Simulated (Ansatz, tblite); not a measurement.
**GeH2: charged states by level of theory**

What does removing or adding an electron cost or gain for GeH2? Each charged state is run at several levels.

Computed with Ansatz 0.2.0, Gaussian basis. Level: as each input shows.

The runs, in order: charge +1 doublet, at the geometry of the singlet (PBE0-D4/def2-TZVP, PBE-D4/def2-TZVP, r2SCAN-D4/def2-TZVP, CCSD(T)/def2-TZVPP); charge -1 doublet, at the geometry of the singlet (PBE0-D4/def2-TZVPD, PBE-D4/def2-TZVPD, r2SCAN-D4/def2-TZVPD, CCSD(T)/def2-TZVPD); the starting singlet's energies come from earlier runs.

**1. The geometry**

The geometry is that of the singlet, from an earlier relaxation (r2SCAN-D4/def2-TZVP).

3 atoms, charge 0, spin multiplicity 1.

Atoms are counted from 1 here; the program's logs count them from 0.

Bond lengths: Ge1–H2 1.591 Å, Ge1–H3 1.591 Å. Angles: H2–Ge1–H3 90.2°.

**2. Charge +1 doublet at the fixed geometry, PBE0-D4/def2-TZVP**

File in.yaml:

```yaml
crystal:
  periodic: [false, false, false]
  atoms:
    - {symbol: Ge, position_ang: [0.004993, -0.008687, -0.748670]}
    - {symbol: H, position_ang: [1.124474, -0.018530, 0.382115]}
    - {symbol: H, position_ang: [-1.129467, 0.027217, 0.366555]}
basis:
  gaussian: {orbitals: def2-TZVP}
total_charge: 1
magnetization: {spin_polarized: true, initial_magnetization: 1}
hamiltonian: {xc: pbe0, dispersion: d4}
output: {orbitals: {seedname: orbitals}}
```

Run with:

```console
$ ansatz run in.yaml --threads 4 --pin off --events-out ev --progress --plain --max-ram 3916MiB
```

Output:

```text
Functional definition: PBE0
  name "PBE0"
  cite "Adamo & Barone, J. Chem. Phys. 110, 6158 (1999) doi:10.1063/1.478522"
  cite "Perdew, Burke & Ernzerhof, Phys. Rev. Lett. 77, 3865 (1996) doi:10.1103/PhysRevLett.77.3865"
  parent pbe
  parameter a = 0.25
  parameter kappa = 0.804
  parameter beta = 0.06672455060314922
  exchange = (1 - a)*pbe_x(kappa = kappa, mu = beta*pi^2/3) + a*exact_x
  correlation = pbe_c(beta = beta)
423 factors; integrals over basis functions are off by at most 7.0e-4 eV
mean field evaluation 1: about -56531.6002 eV, gradient 1.1e1 eV
mean field evaluation 2: about -56532.0475 eV, gradient 7.6e0 eV
mean field evaluation 4: about -56532.4459 eV, gradient 6.4e-1 eV
mean field evaluation 8: about -56532.4561 eV, gradient 2.4e-2 eV
mean field evaluation 16: about -56532.4561 eV, gradient 1.8e-5 eV
mean field -56532.45612972 eV, -2077.5294436923 hartree, gradient 1.8e-5 eV, S^2 0.754527; 0 other end points of the search recorded, 0 dependent functions left out
reference -56532.45615018 eV, -2077.5294444440 hartree; 17, 16 occupied and 43, 44 virtual orbitals, 423 factors
Total energy: -56532.46720798 eV, -2077.5298508108 hartree
```

Wall time 0.25 s (4 threads of Intel Xeon 6975P-C, shared host).

HOMO -15.61 eV, LUMO -11.90 eV (over both spins); ⟨S²⟩ 0.755 (pure: 0.75).

**3. Charge +1 doublet at the fixed geometry, PBE-D4/def2-TZVP**

start.molden holds the orbitals of an earlier run on this state, given as this run's starting guess.

Changes to in.yaml since step 2:

```diff
@@ -7,6 +7,7 @@
 basis:
-  gaussian: {orbitals: def2-TZVP}
+  gaussian: {orbitals: def2-TZVP, initial_orbitals: start.molden}
 total_charge: 1
 magnetization: {spin_polarized: true, initial_magnetization: 1}
-hamiltonian: {xc: pbe0, dispersion: d4}
+hamiltonian: {xc: pbe, dispersion: d4}
+scf: {omitted_lower_state_checks: [starts]}
 output: {orbitals: {seedname: orbitals}}
```

The command is unchanged.

Output:

```text
Functional definition: PBE
  name "PBE"
  cite "Perdew, Burke & Ernzerhof, Phys. Rev. Lett. 77, 3865 (1996) doi:10.1103/PhysRevLett.77.3865"
  parent pbe
  parameter kappa = 0.804
  parameter beta = 0.06672455060314922
  exchange = pbe_x(kappa = kappa, mu = beta*pi^2/3)
  correlation = pbe_c(beta = beta)
these checks for a lower state are left out or cut short: starts
446 factors; their error is unknown
mean field evaluation 1: about -56530.9507 eV, gradient 5.6e0 eV
mean field evaluation 2: about -56531.0021 eV, gradient 7.7e-2 eV
mean field evaluation 4: about -56530.9910 eV, gradient 1.3e-4 eV
mean field evaluation 8: about -56530.9910 eV, gradient 1.0e-5 eV
mean field -56530.99102996 eV, -2077.4756022689 hartree, gradient 1.0e-5 eV, S^2 0.752371; 0 other end points of the search recorded, 0 dependent functions left out
reference -56530.99105744 eV, -2077.4756032790 hartree; 17, 16 occupied and 43, 44 virtual orbitals, 446 factors
Total energy: -56531.00457847 eV, -2077.4761001676 hartree
Checks for a lower state left out: starts
```

It took 0.2 s on 4 threads of Intel Xeon 6975P-C, shared host.

HOMO -14.41 eV, LUMO -12.96 eV (over both spins); ⟨S²⟩ 0.752 (pure: 0.75).

**4. Charge +1 doublet at the fixed geometry, r2SCAN-D4/def2-TZVP**

Changes to in.yaml since step 3:

```diff
@@ -10,3 +10,3 @@
 magnetization: {spin_polarized: true, initial_magnetization: 1}
-hamiltonian: {xc: pbe, dispersion: d4}
+hamiltonian: {xc: r2scan, dispersion: d4}
 scf: {omitted_lower_state_checks: [starts]}
```

The command is unchanged.

Output:

```text
Functional definition: r2SCAN
  name "r2SCAN"
  cite "Furness, Kaplan, Ning, Perdew & Sun, J. Phys. Chem. Lett. 11, 8208 (2020) doi:10.1021/acs.jpclett.0c02405"
  cite "Furness, Kaplan, Ning, Perdew & Sun, J. Phys. Chem. Lett. 11, 9248 (2020) doi:10.1021/acs.jpclett.0c03077"
  parent r2scan
  parameter k0 = 0.174
  parameter k1 = 0.065
  parameter a1 = 4.9479
  exchange = r2scan_x(k0 = k0, k1 = k1, a1 = a1)
  correlation = r2scan_c
these checks for a lower state are left out or cut short: starts
446 factors; their error is unknown
mean field evaluation 1: about -56539.2444 eV, gradient 3.9e0 eV
mean field evaluation 2: about -56539.2627 eV, gradient 2.8e-2 eV
mean field evaluation 4: about -56539.2536 eV, gradient 2.4e-5 eV
mean field -56539.25363073 eV, -2077.7792472469 hartree, gradient 5.3e-5 eV, S^2 0.755817; 0 other end points of the search recorded, 0 dependent functions left out
reference -56539.25364055 eV, -2077.7792476075 hartree; 17, 16 occupied and 43, 44 virtual orbitals, 446 factors
Total energy: -56539.25648550 eV, -2077.7793521575 hartree
Checks for a lower state left out: starts
```

Wall time 0.4 s (4 threads of Intel Xeon 6975P-C, shared host).

From the report: HOMO -14.87 eV, LUMO -12.54 eV (over both spins); ⟨S²⟩ 0.756 (pure: 0.75).

**5. Charge +1 doublet at the fixed geometry, CCSD(T)/def2-TZVPP**

File in.yaml:

```yaml
crystal:
  periodic: [false, false, false]
  atoms:
    - {symbol: Ge, position_ang: [0.004993, -0.008687, -0.748670]}
    - {symbol: H, position_ang: [1.124474, -0.018530, 0.382115]}
    - {symbol: H, position_ang: [-1.129467, 0.027217, 0.366555]}
basis:
  gaussian: {orbitals: def2-TZVPP, initial_orbitals: start.molden}
total_charge: 1
magnetization: {spin_polarized: true, initial_magnetization: 1}
correlation: {method: ccsd_t}
scf: {omitted_lower_state_checks: [starts, cluster_reference]}
output: {orbitals: {seedname: orbitals}}
```

Launched as before.

Output (excerpt; [...] marks lines left out):

```text
Functional definition: HF
  name "HF"
  cite "Fock, Z. Phys. 61, 126 (1930) doi:10.1007/BF01340294"
  parent pbe
[...]
469 factors; integrals over basis functions are off by at most 9.3e-4 eV
[...]
mean field -56495.32094305 eV, -2076.1647507533 hartree, gradient 1.2e-6 eV, S^2 0.766447; 0 other end points of the search recorded, 0 dependent functions left out
9 core orbitals not correlated: weight in the atoms' cores, before any rotation towards them, 1.000 or more for the frozen orbitals, at most 0.000 for the correlated occupied ones
reference -56495.32094305 eV, -2076.1647507533 hartree; 8, 7 occupied and 59, 60 virtual orbitals, 469 factors
second order -5.60828889 eV of doubles, -0.00000000 eV of singles
cycle   1  -5.66558337 eV  change   -5.7e-2 eV  update   6.7e-2
[...]
cycle   9  -5.98084634 eV  change    4.3e-6 eV  update   1.4e-5
perturbative correction -0.17973258 eV, -0.0066050504 hartree
Total energy: -56501.48152197 eV, -2076.3911478527 hartree
Checks for a lower state left out: starts, cluster_reference
```

It took 0.65 s on 4 threads of Intel Xeon 6975P-C, shared host.

Hartree-Fock HOMO -18.53 eV, LUMO -7.82 eV (over both spins); ⟨S²⟩ 0.766 (pure: 0.75); T1 0.014.

**6. Vertical ionisation energy**

Charged state less starting state, singlet to doublet; the starting state's energies are those of its earlier runs.

Differences are taken before rounding.

| method | vertical ionisation energy (eV) | from CCSD(T)/def2-TZVPP (eV) | time |
| --- | --- | --- | --- |
| HF/def2-TZVPP | 8.48 | -1.01 |  |
| PBE-D4/def2-TZVP | 9.43 | -0.06 | 0.35 s |
| r2SCAN-D4/def2-TZVP | 9.44 | -0.05 | 0.7 s |
| PBE0-D4/def2-TZVP | 9.43 | -0.06 | 0.45 s |
| MP2/def2-TZVPP | 9.37 | -0.11 |  |
| CCSD/def2-TZVPP | 9.44 | -0.04 |  |
| CCSD(T)/def2-TZVPP | 9.49 | 0 | 1 s |

Times add the two runs; a level without a time comes out of a correlated run. The closed-shell reference under CCSD(T)/def2-TZVPP is unstable towards broken spin symmetry, which adds to the doubt on it.

Beside −ε(HOMO) of the starting state:

| level | −ε(HOMO) (eV) | by difference (eV) | mismatch (eV) |
| --- | --- | --- | --- |
| PBE-D4/def2-TZVP | 5.88 | 9.43 | -3.55 |
| r2SCAN-D4/def2-TZVP | 6.14 | 9.44 | -3.29 |
| PBE0-D4/def2-TZVP | 6.91 | 9.43 | -2.52 |

**7. Charge -1 doublet at the fixed geometry, PBE0-D4/def2-TZVPD**

File in.yaml:

```yaml
crystal:
  periodic: [false, false, false]
  atoms:
    - {symbol: Ge, position_ang: [0.004993, -0.008687, -0.748670]}
    - {symbol: H, position_ang: [1.124474, -0.018530, 0.382115]}
    - {symbol: H, position_ang: [-1.129467, 0.027217, 0.366555]}
basis:
  gaussian: {orbitals: def2-TZVPD}
total_charge: -1
magnetization: {spin_polarized: true, initial_magnetization: 1}
hamiltonian: {xc: pbe0, dispersion: d4}
output: {orbitals: {seedname: orbitals}}
```

The command is unchanged.

Output:

```text
Functional definition: PBE0
  name "PBE0"
  cite "Adamo & Barone, J. Chem. Phys. 110, 6158 (1999) doi:10.1063/1.478522"
  cite "Perdew, Burke & Ernzerhof, Phys. Rev. Lett. 77, 3865 (1996) doi:10.1103/PhysRevLett.77.3865"
  parent pbe
  parameter a = 0.25
  parameter kappa = 0.804
  parameter beta = 0.06672455060314922
  exchange = (1 - a)*pbe_x(kappa = kappa, mu = beta*pi^2/3) + a*exact_x
  correlation = pbe_c(beta = beta)
528 factors; their error is unknown
mean field evaluation 1: about -56542.1162 eV, gradient 1.7e1 eV
mean field evaluation 2: about -56542.0347 eV, gradient 2.0e1 eV
mean field evaluation 4: about -56542.6375 eV, gradient 2.0e-1 eV
mean field evaluation 8: about -56542.8707 eV, gradient 4.3e-3 eV
mean field -56542.87071713 eV, -2077.9121727202 hartree, gradient 7.2e-5 eV, S^2 0.755837; 0 other end points of the search recorded, 0 dependent functions left out
reference -56542.87074017 eV, -2077.9121735669 hartree; 18, 17 occupied and 54, 55 virtual orbitals, 528 factors
Total energy: -56542.90710697 eV, -2077.9135100220 hartree
```

It took 0.3 s on 4 threads of Intel Xeon 6975P-C, shared host.

Report: HOMO 1.14 eV, LUMO 4.24 eV (over both spins); ⟨S²⟩ 0.756 (pure: 0.75). Doubts: highest occupied level lies above zero.

**8. Charge -1 doublet at the fixed geometry, PBE-D4/def2-TZVPD**

Changes to in.yaml since step 7:

```diff
@@ -7,6 +7,7 @@
 basis:
-  gaussian: {orbitals: def2-TZVPD}
+  gaussian: {orbitals: def2-TZVPD, initial_orbitals: start.molden}
 total_charge: -1
 magnetization: {spin_polarized: true, initial_magnetization: 1}
-hamiltonian: {xc: pbe0, dispersion: d4}
+hamiltonian: {xc: pbe, dispersion: d4}
+scf: {omitted_lower_state_checks: [starts]}
 output: {orbitals: {seedname: orbitals}}
```

The command is unchanged.

Output:

```text
Functional definition: PBE
  name "PBE"
  cite "Perdew, Burke & Ernzerhof, Phys. Rev. Lett. 77, 3865 (1996) doi:10.1103/PhysRevLett.77.3865"
  parent pbe
  parameter kappa = 0.804
  parameter beta = 0.06672455060314922
  exchange = pbe_x(kappa = kappa, mu = beta*pi^2/3)
  correlation = pbe_c(beta = beta)
these checks for a lower state are left out or cut short: starts
475 factors; their error is unknown
mean field evaluation 1: about -56541.3221 eV, gradient 5.6e0 eV
mean field evaluation 2: about -56541.3719 eV, gradient 6.8e-2 eV
mean field evaluation 4: about -56541.3671 eV, gradient 1.1e-4 eV
mean field evaluation 8: about -56541.3671 eV, gradient 1.0e-5 eV
mean field -56541.36708750 eV, -2077.8569153506 hartree, gradient 1.0e-5 eV, S^2 0.753954; 0 other end points of the search recorded, 0 dependent functions left out
reference -56541.36711654 eV, -2077.8569164176 hartree; 18, 17 occupied and 54, 55 virtual orbitals, 475 factors
Total energy: -56541.41160197 eV, -2077.8585512271 hartree
Checks for a lower state left out: starts
```

Run time: 0.25 s. Hardware: 4 threads of Intel Xeon 6975P-C, shared host.

From the report: HOMO 2.09 eV, LUMO 3.38 eV (over both spins); ⟨S²⟩ 0.754 (pure: 0.75). Doubts: highest occupied level lies above zero.

**9. Charge -1 doublet at the fixed geometry, r2SCAN-D4/def2-TZVPD**

Changes to in.yaml since step 8:

```diff
@@ -10,3 +10,3 @@
 magnetization: {spin_polarized: true, initial_magnetization: 1}
-hamiltonian: {xc: pbe, dispersion: d4}
+hamiltonian: {xc: r2scan, dispersion: d4}
 scf: {omitted_lower_state_checks: [starts]}
```

Same command.

Output:

```text
Functional definition: r2SCAN
  name "r2SCAN"
  cite "Furness, Kaplan, Ning, Perdew & Sun, J. Phys. Chem. Lett. 11, 8208 (2020) doi:10.1021/acs.jpclett.0c02405"
  cite "Furness, Kaplan, Ning, Perdew & Sun, J. Phys. Chem. Lett. 11, 9248 (2020) doi:10.1021/acs.jpclett.0c03077"
  parent r2scan
  parameter k0 = 0.174
  parameter k1 = 0.065
  parameter a1 = 4.9479
  exchange = r2scan_x(k0 = k0, k1 = k1, a1 = a1)
  correlation = r2scan_c
these checks for a lower state are left out or cut short: starts
475 factors; their error is unknown
mean field evaluation 1: about -56549.8148 eV, gradient 3.9e0 eV
mean field evaluation 2: about -56549.8379 eV, gradient 3.3e-2 eV
mean field evaluation 4: about -56549.8353 eV, gradient 2.8e-5 eV
mean field -56549.83531685 eV, -2078.1681170390 hartree, gradient 7.3e-5 eV, S^2 0.758122; 0 other end points of the search recorded, 0 dependent functions left out
reference -56549.83532829 eV, -2078.1681174596 hartree; 18, 17 occupied and 54, 55 virtual orbitals, 475 factors
Total energy: -56549.84487457 eV, -2078.1684682788 hartree
Checks for a lower state left out: starts
```

It took 0.45 s on 4 threads of Intel Xeon 6975P-C, shared host.

From the report: HOMO 1.74 eV, LUMO 3.78 eV (over both spins); ⟨S²⟩ 0.758 (pure: 0.75). Doubts: highest occupied level lies above zero.

**10. Charge -1 doublet at the fixed geometry, CCSD(T)/def2-TZVPD**

Changes to in.yaml since step 9:

```diff
@@ -10,4 +10,4 @@
 magnetization: {spin_polarized: true, initial_magnetization: 1}
-hamiltonian: {xc: r2scan, dispersion: d4}
-scf: {omitted_lower_state_checks: [starts]}
+correlation: {method: ccsd_t}
+scf: {omitted_lower_state_checks: [starts, cluster_reference]}
 output: {orbitals: {seedname: orbitals}}
```

Same command.

Output (excerpt; [...] marks lines left out):

```text
Functional definition: HF
  name "HF"
  cite "Fock, Z. Phys. 61, 126 (1930) doi:10.1007/BF01340294"
  parent pbe
[...]
498 factors; integrals over basis functions are off by at most 6.2e-4 eV
[...]
mean field -56504.24385166 eV, -2076.4926615963 hartree, gradient 3.1e-6 eV, S^2 0.770660; 0 other end points of the search recorded, 0 dependent functions left out
9 core orbitals not correlated: weight in the atoms' cores, before any rotation towards them, 1.000 or more for the frozen orbitals, at most 0.000 for the correlated occupied ones
reference -56504.24385166 eV, -2076.4926615963 hartree; 9, 8 occupied and 54, 55 virtual orbitals, 498 factors
second order -6.77981232 eV of doubles, -0.00000000 eV of singles
cycle   1  -6.88513383 eV  change   -1.1e-1 eV  update   7.6e-2
[...]
cycle  10  -7.21484566 eV  change    3.1e-6 eV  update   8.0e-6
perturbative correction -0.25324878 eV, -0.0093067211 hartree
Total energy: -56511.71194610 eV, -2076.7671090051 hartree
Checks for a lower state left out: starts, cluster_reference
```

Wall time 0.65 s (4 threads of Intel Xeon 6975P-C, shared host).

Report: Hartree-Fock HOMO -1.13 eV, LUMO 6.56 eV (over both spins); ⟨S²⟩ 0.771 (pure: 0.75); T1 0.015.

**11. Vertical electron affinity**

Starting state less charged state (positive: the electron is bound), singlet to doublet; the starting state's energies are those of its earlier runs.

Differences are taken before rounding.

| method | vertical electron affinity (eV) | from CCSD(T)/def2-TZVPD (eV) | time |
| --- | --- | --- | --- |
| HF/def2-TZVPD | 0.44 | -0.40 |  |
| PBE-D4/def2-TZVPD | 0.96 | +0.12 | 0.4 s |
| r2SCAN-D4/def2-TZVPD | 1.14 | +0.30 | 0.75 s |
| PBE0-D4/def2-TZVPD | 1.00 | +0.16 | 0.5 s |
| MP2/def2-TZVPD | 0.84 | -0.01 |  |
| CCSD/def2-TZVPD | 0.81 | -0.04 |  |
| CCSD(T)/def2-TZVPD | 0.84 | 0 | 1 s |

Times add the two runs; a level without a time comes out of a correlated run. The closed-shell reference under CCSD(T)/def2-TZVPD is unstable towards broken spin symmetry, which adds to the doubt on it.

Beside −ε(LUMO) of the starting state:

| level | −ε(LUMO) (eV) | by difference (eV) | mismatch (eV) |
| --- | --- | --- | --- |
| PBE-D4/def2-TZVPD | 3.95 | 0.96 | +2.98 |
| r2SCAN-D4/def2-TZVPD | 3.78 | 1.14 | +2.64 |
| PBE0-D4/def2-TZVPD | 3.04 | 1.00 | +2.04 |

**12. Results**

| quantity | value |
| --- | --- |
| vertical ionisation energy, functionals in def2-TZVP | 9.43 (PBE0-D4) to 9.44 eV (r2SCAN-D4) |
| vertical ionisation energy, CCSD(T)/def2-TZVPP | 9.49 eV |
| vertical electron affinity, functionals in def2-TZVPD | 0.96 (PBE-D4) to 1.14 eV (r2SCAN-D4) |
| vertical electron affinity, CCSD(T)/def2-TZVPD | 0.84 eV |

The vertical ionisation energy spans 9.43 to 9.44 eV over the functionals, beside 9.49 eV from CCSD(T)/def2-TZVPP. −ε(HOMO) misses the level's own difference by -2.52 eV at best (PBE0-D4) and -3.55 eV at worst (PBE-D4). CCSD(T)/def2-TZVPP isn't at the basis-set limit; small misses against it rank nothing. The vertical electron affinity spans 0.96 to 1.14 eV over the functionals, beside 0.84 eV from CCSD(T)/def2-TZVPD. The anion's highest level lies above zero where self-interaction lifts it, so diffuse functions weigh on these values. −ε(LUMO) misses the level's own difference by +2.04 eV at best (PBE0-D4) and +2.98 eV at worst (PBE-D4).

The anion's highest level is positive in at least one run, so there the basis alone may hold the extra electron.
